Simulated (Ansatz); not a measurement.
# C3H3: the cost of one run

Computed with Ansatz 0.2.0, driven from Python. Level of theory: B3LYP+D3(BJ)/def2-SVP.

## 1. The system

Bond lengths: C1–C2 1.463 Å, C2–C3 1.205 Å, C1–H4 1.109 Å, C1–H5 1.109 Å, C3–H6 1.058 Å. Angles: C1–C2–C3 180.0°, C2–C1–H4 109.5°, C2–C1–H5 109.5°, H4–C1–H5 109.5°, C2–C3–H6 180.0°.

The script holds or builds the structure itself.

## 2. The script

Contents of freq_c3h3.py:

```python
"""Harmonic frequencies of C3H3 at its relaxed geometry."""

import itertools

import ansatz as az
from ase import Atoms
from ase.data import atomic_numbers, covalent_radii
import numpy as np

atoms = Atoms(["C", "C", "C", "H", "H", "H"], positions=[
    (-1.1126, -0.181, -0.4086),
    (0.3031, -0.114, -0.0455),
    (1.4695, -0.0589, 0.2536),
    (-1.7132, -0.4379, 0.4882),
    (-1.4404, 0.8024, -0.8039),
    (2.4936, -0.0106, 0.5162),
])
molecule = az.Crystal.molecule_from_ase(atoms)

job = (
    molecule.calculation()
    .basis(gaussian="def2-SVP")
    .functional("b3lyp", dispersion="d3bj")
    .spin("collinear", total=1)
)
symbols = [site.symbol for site in molecule.cartesian_sites]
start = np.array([site.position_ang for site in molecule.cartesian_sites], dtype=float)
r = job.relax(force_tolerance=0.003).run(threads=1, backend="cpu").report
end = np.array(r["positions_ang"])

# pairs closer than 1.2 times the sum of covalent radii, before or after
radius = [covalent_radii[atomic_numbers[s]] for s in symbols]
span = lambda where, i, j: np.linalg.norm(where[i] - where[j])
bonded = [(i, j) for i, j in itertools.combinations(range(len(symbols)), 2) if min(span(start, i, j), span(end, i, j)) < 1.2 * (radius[i] + radius[j])]
print("pair        before    after (A)")
for i, j in bonded:
    print(f"{symbols[i]}{i}-{symbols[j]}{j}".ljust(10), f"{span(start, i, j):8.4f} {span(end, i, j):8.4f}")
for first, second in list(itertools.combinations(bonded, 2)):
    shared = set(first) & set(second)
    if shared and symbols[(j := shared.pop())] != "H":
        i, k = sorted((set(first) | set(second)) - {j})
        u, v = end[i] - end[j], end[k] - end[j]
        angle = np.degrees(np.arccos(np.clip(u @ v / np.linalg.norm(u) / np.linalg.norm(v), -1, 1)))
        print(f"final angle {symbols[i]}{i}-{symbols[j]}{j}-{symbols[k]}{k}: {angle:.2f} deg")

# same settings at the minimum
minimum = az.Crystal.molecule()
for symbol, place in zip(symbols, end):
    minimum = minimum.atom(symbol, place.tolist())
vibrating = (
    minimum.calculation()
    .basis(gaussian="def2-SVP")
    .functional("b3lyp", dispersion="d3bj")
    .spin("collinear", total=1)
    .phonons(temperatures=(200, 600, 100))
)
vib = vibrating.run(threads=1, backend="cpu").report["vibrations"]
sums = vib["harmonic_sums"]
modes = [m["omega_inv_cm"] for m in sums["modes_at_gamma"] if m["rigid_motion"] == "no"]
print("frequencies (1/cm):", " ".join(f"{w:.0f}" for w in modes))
print("imaginary modes:", sum(w < 0 for w in modes), " zero-point energy:", round(sums["zero_point_energy_ev"], 4), "eV")
print("T (K)   F_vib (eV)   S_vib (meV/K)   C_vib (meV/K)")
for row in zip(sums["temperatures_k"], sums["vibrational_free_energy_ev"], vib["entropy_ev_per_k"], vib["heat_capacity_ev_per_k"]):
    print(f"{row[0]:6.1f} {row[1]:11.4f} {1000 * row[2]:13.4f} {1000 * row[3]:15.4f}")
```

## 3. Running it

Run with:

```
> python freq_c3h3.py
```

**Question.** How long does this script take on 1 thread of Intel Xeon 6975P-C (Granite Rapids), shared host, and how much memory does it need?

About 22 s, with a peak of 0.21 GiB.
